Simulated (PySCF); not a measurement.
**How the method changes the constants of Al₂⁻**

State: quartet, unpaired electrons σ ↑, π ↑↑. Set-up: PySCF, spin-free X2C with a Gaussian nucleus, basis sets Al aug-cc-pVDZ-DK. De refers to Al + Al⁻ in their high-spin ground configurations, without counterpoise correction. The functionals are run spin-unrestricted.

| Level | Re (Å) | ωe (cm⁻¹) | De (eV) | CPU s a point (SCF and correlation, without the integrals) |
| --- | --- | --- | --- | --- |
| UHF | 2.605 | 319 | n/a | 0.13 |
| UHF-MP2 | 2.581 | 335 | 2.33 | 0.2 |
| UHF-SCS-MP2 | 2.569 | 344 | n/a | n/a |
| UHF-CCSD | 2.603 | 321 | 2.13 | n/a |
| UHF-CCSD(T) | 2.607 | 318 | 2.28 | 1.8 |
| PBE | 2.597 | 308 | 2.57 | 0.54 |
| r²SCAN | 2.576 | 324 | 2.60 | 0.82 |
| PBE0 | 2.574 | 324 | 2.49 | 0.83 |
| r²SCAN0 | 2.565 | 331 | 2.50 | 0.87 |
| B97-3 | 2.577 | 322 | 2.42 | 0.44 |
| HSE06 | 2.579 | 320 | 2.49 | 0.76 |
| MN15 | 2.575 | 311 | 2.61 | 0.94 |

Task: Which functional lies closest to UHF-CCSD(T) in De, which farthest, and by how much do they differ from it?

Result: Closest is B97-3 (-3.0 pm in Re, +1.3 % in ωe, +0.14 eV in De against UHF-CCSD(T) in the same basis), farthest MN15 (-3.2 pm in Re, -2.2 % in ωe, +0.33 eV in De). CCSD(T) converges more slowly with the basis than the functionals do and binds too weakly in this one, so the order can change at the basis-set limit.

Task: What does the step from GGA to meta-GGA do here, going from PBE to r²SCAN?

Result: r²SCAN less PBE: -2.1 pm in Re, +5.2 % in ωe, +0.03 eV in De. 

Task: What does a quarter of exact exchange do here, going from r²SCAN to r²SCAN0?

Result: r²SCAN0 less r²SCAN: -1.1 pm in Re, +2.2 % in ωe, -0.10 eV in De. Exact exchange removes part of the self-interaction that spreads semilocal densities, and in most molecules shortens and stiffens the bond and lowers De; so it does here.

Correlated steps freeze 10 core orbitals. Correlated levels converge slowly with the basis: in double zeta they bind strong bonds too weakly, by up to about 1 eV, and carry superposition errors of some tenths. The highest Kohn–Sham level is positive in this anion. Much of that is self-interaction error, but it also means that the finite basis helps to hold the extra electron. The state is the lowest determinant that a PBE0 search found; another state may lie lower at other levels.

The whole job (state search and all levels along the bond) took about 1.9 min on 1 thread of Arm Neoverse V2 (shared host), peak memory 0.66 GiB.
